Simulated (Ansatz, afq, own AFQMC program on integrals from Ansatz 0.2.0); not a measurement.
Atomization energy of BeGaH, singlet

| atom | x (Å) | y (Å) | z (Å) |
| --- | --- | --- | --- |
| Ga | 0.0000 | 0.0000 | 2.1355 |
| Be | 0.0000 | 0.0000 | -0.3881 |
| H | 0.0000 | 0.0000 | -1.7474 |

Connectivity, by distances: Ga–BeH.

Atoms in their ground-state spins without spin–orbit coupling (mostly on UHF) minus the molecule (RHF), without zero-point energy. The geometry is a stationary point, not shown to be a minimum.

Basis cc-pVDZ. Only valence electrons are correlated. AFQMC by an in-house program on the Cholesky factors that Ansatz 0.2.0 writes for its CCSD(T) run. ph-AFQMC/CISD is guided by a CISD state made of CCSD amplitudes; releasing the constraint for a short imaginary time cuts its bias at the price of noise, slowly where states lie close. Free AFQMC starts from the CCSD state and is never constrained. Its projection time is finite, and what remains of the start isn't in its error. ± is one standard error of the sampling. No spin–orbit coupling. The errors of all members are added in quadrature.

Full CI on the same integrals is exact in this basis and with this determinant's frozen core.

The best estimate is CCSD(T) at the basis-set limit (CBS: def2-TZVPP and def2-QZVPP, with their diffuse functions for anions and beside diffuse sets, CCSD(T) itself extrapolated) plus the step from CCSD(T) to full CI in cc-pVDZ. Rows without CBS are in cc-pVDZ; B2PLYP and the wave-function rows carry a basis error of their own. Core correlation and relativity beyond core potentials are missing, and ± holds the sampling alone.

Cautions: inner d shell frozen; no relativity below Rb; no spin-orbit coupling; BeGaH (singlet): higher spins were not checked, restricted determinant unstable towards unrestricted (UHF 112 meV lower, ⟨S²⟩ 0.54).

```json
{"level": "HF", "atomization energy (kJ/mol)": "308.9"}
{"level": "CCSD", "atomization energy (kJ/mol)": "364.8"}
{"level": "MP2", "atomization energy (kJ/mol)": "373.0"}
```

Problem. From these cheaper values, estimate the atomization energy at the level of the best estimate.

Solution. 410.9 kJ/mol (best estimate, highest rung FCI).

```csv
level,atomization energy (kJ/mol),error against the best estimate (kJ/mol)
CCSD(T),369.1,-41.8
ph-AFQMC/CISD,370.4 ± 0.6,-40.5 ± 0.6
released AFQMC,370.7 ± 0.5,-40.2 ± 0.5
free AFQMC,371.3 ± 0.7,-39.6 ± 0.7
FCI,370.7,-40.2
HF/CBS,315.4,-95.5
MP2/CBS,411.8,1.0
CCSD(T)/CBS,409.3,-1.6
```

Correlation beyond CCSD(T) adds 1.6 kJ/mol. Going to the basis-set limit adds 40.2 kJ/mol at CCSD(T). The perturbative (T) step is worth +4.3 kJ/mol.

Best estimates are given only where the step beyond CCSD(T) is under 0.3 eV and no member's determinant is very poor (T1 over 0.05, or 0.07 for open shells, ⟨S²⟩ too high by 0.3, two states mixed), so the hardest cases are missing from such tables.

Free projections are given only where their last times agree within the noise and don't stop above the reference; a slow remainder of the start can still hide under it. Each member of a difference takes its own highest rung, so a best estimate needn't equal the limit plus the step of one row. A walk keeps the symmetry of its determinant, which the program's search chose and which needn't be the lowest solution, so a lower state of the same spin and another symmetry isn't excluded. Released energies are given only where the last usable release times agree within the noise; a slower fall can still hide under it.
